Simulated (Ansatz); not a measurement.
System: bcc K. Method: r²SCAN (PAW; Ansatz, a first-principles code).

Numerical settings: plane-wave cutoff 560 eV, 16×16×16 k mesh, Fermi–Dirac smearing 0.05 eV, scalar-relativistic PAW data made under PBE.

Energies at three volumes about the minimum:

```
V (Å³/atom)  E − E_lowest (meV/atom)
-----------  -----------------------
74.950                          0.34
76.480                          0.00
78.009                          0.32
```

Problem. Fit a parabola by hand: where is the minimum, what lattice constant follows, and what is the bulk modulus?

Solution. Slopes: (0.00 − 0.34)/(76.480 − 74.950) = -0.222 and (0.32 − 0.00)/(78.009 − 76.480) = 0.209 meV/Å³. Curvature E″ = 2 × (0.209 − (-0.222))/(78.009 − 74.950) = 0.282 meV/Å⁶. From the middle of the first interval, the slope vanishes at V0 = 75.7150 − (-0.222)/0.282 = 76.502 Å³/atom. B = V0 E″ = 76.502 × 0.282 meV/Å³ × 0.1602 GPa per meV/Å³ = 3.46 GPa. With 2 atoms in the cube, a = (2 × 76.502)^(1/3) = 5.349 Å. The full Birch–Murnaghan fit to all volumes gives V0 = 76.481 Å³/atom and B0 = 3.4 GPa.

Measured, for comparison: bulk modulus 3.8 GPa (corrected for temperature and zero-point phonon effects; as tabulated in Levämäki et al. (2014), arXiv:1402.3671); lattice constant a 5.212 Å (low-temperature or extrapolated to 0 K; zero-point anharmonic expansion removed; as tabulated in Csonka et al. (2009), arXiv:0903.4037). Computed less measured: bulk modulus -11 %.
